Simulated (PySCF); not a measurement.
Compound: C₃H₅F (charge +1 and doublet state).
Z-matrix (Å and degrees, GFN2-xTB geometry), rows numbered from 1:
```
C 
C   1  1.3472
C   2  1.4700  1  125.63
F   3  1.3416  2  113.97  1    -8.52
H   1  1.0851  2  122.27  3   158.36
H   1  1.0879  2  122.37  3   -21.29
H   2  1.0903  1  120.42  3  -179.69
H   3  1.1083  2  113.97  1  -133.41
H   3  1.1156  2  107.97  1   111.22
```

The hyperfine couplings belong to this conformer and change with its torsions.

The species is `[CH2][CH+]CF` [radical] (charge +1).

Theory: PySCF 2.14.0, UKS B3LYP, pcH-1 on C F H, non-relativistic, mean-field spin-orbit, GIAO. Geometry: GFN2-xTB, one conformer, isolated ion. A GFN2-xTB geometry isn't a minimum of the functional, and hyperfine couplings can be far from their values at a DFT geometry, by a factor of two or more for some ions and for spin on atoms past the first row. The frame is twisted about the C1–C2 bond at this geometry (dihedral H6–C1–C2–C3 = -21°); couplings at other torsion angles weren't computed. The SCF solution wasn't tested for stability.

(1) Break the g tensor into its mass correction, gauge correction and orbital-Zeeman/spin–orbit terms.

(2) How much does each term add to the isotropic shift?

(3) At 33.899 GHz, how far is the centre of the isotropic spectrum from where a free electron (g = 2.002319) resonates?

(4) In a frozen sample, at which fields do the three g values resonate at 9.5, 34, 94 and 263 GHz (hyperfine left aside), and which band first spreads them over more than twice a line width of 1.0 mT?

Results:

(1) 
```
                    Δg (ppm)     1     2     3
relativistic mass correction  -143  -143  -143
            gauge correction    13    32    16
   orbital Zeeman/spin–orbit   -24  1233  2380
                       total  -155  1122  2253
```

So g = 2.00216, 2.00344, 2.00457 and g_iso = 2.00339; the tensor is rhombic: the two nearest values differ by 47 % of g3 − g1. 

(2) The orbital-Zeeman/spin–orbit term 1197, the mass correction -143 and the gauge correction 20 ppm, for a total of 1073 ppm. The orbital-Zeeman/spin–orbit term is the largest in size. The mass correction is the same along every axis, so the anisotropy comes from the other two: their spans along these axes are 19 (gauge) and 2405 ppm (orbital Zeeman/spin–orbit).

(3) B = hν/(g μB) with μB/h = 13.99624 MHz/mT gives 1209.60 mT for the free electron and 1208.95 mT at g_iso, 0.65 mT lower.

(4) 
| band | GHz | B(g3) mT | B(g2) mT | B(g1) mT | spread mT |
| --- | --- | --- | --- | --- | --- |
| X | 9.5 | 338.60 | 338.79 | 339.01 | 0.41 |
| Q | 34.0 | 1211.84 | 1212.53 | 1213.30 | 1.46 |
| W | 94.0 | 3350.38 | 3352.28 | 3354.41 | 4.03 |
| J | 263.0 | 9373.95 | 9379.24 | 9385.22 | 11.27 |

The spread grows in proportion to the frequency. W band is the first where it exceeds 2.0 mT.

Largest spin populations (Mulliken): C1 (+0.56), C2 (+0.31) and H9 (+0.09). The angles at C1 add up to 360.0°, so it is planar.

The HOMO–LUMO gaps are 6.66 eV among the α and 3.42 eV among the β orbitals.

On one thread, Arm Neoverse V2 (aarch64), no GPU, shared host with 96 logical CPUs at a one-minute load of 72, this took 12 s of wall time (with the writing of density and orbital grids) and 0.52 GiB of memory at its peak.
